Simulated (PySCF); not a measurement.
Gas-phase reaction: 2 AlCl₂NH₂ = 2 AlHCl₂ + 2 N + H₂

Method: PySCF energies (xtb for GFN2) plus ideal-gas RRHO corrections (1 bar). † marks an energy on the PBE0/def2-TZVP geometry and frequencies; other levels use their own. 6-31G* has spherical d functions here. Open shells (unrestricted): N (multiplicity 4); the rest are closed-shell singlets. GFN2 has no spin-polarisation term. B3LYP is the form with VWN-RPA correlation. AlCl₂NH₂, AlHCl₂: computed as isolated molecules; such fragments, hydroxides, amides, oligomers or adducts are transient or little studied in the gas.

| level | ΔH°(298 K), kJ |
|---|---|
| B3LYP/def2-TZVP† | 1191 |
| GFN2-xTB | [?] |
| HF/6-31G* | 612 |
| HF/def2-TZVP† | 675 |
| r2SCAN/def2-TZVP† | [?] |

Complete the blanks.


- GFN2-xTB, ΔH°(298 K), kJ: 1771
- r2SCAN/def2-TZVP†, ΔH°(298 K), kJ: 1192
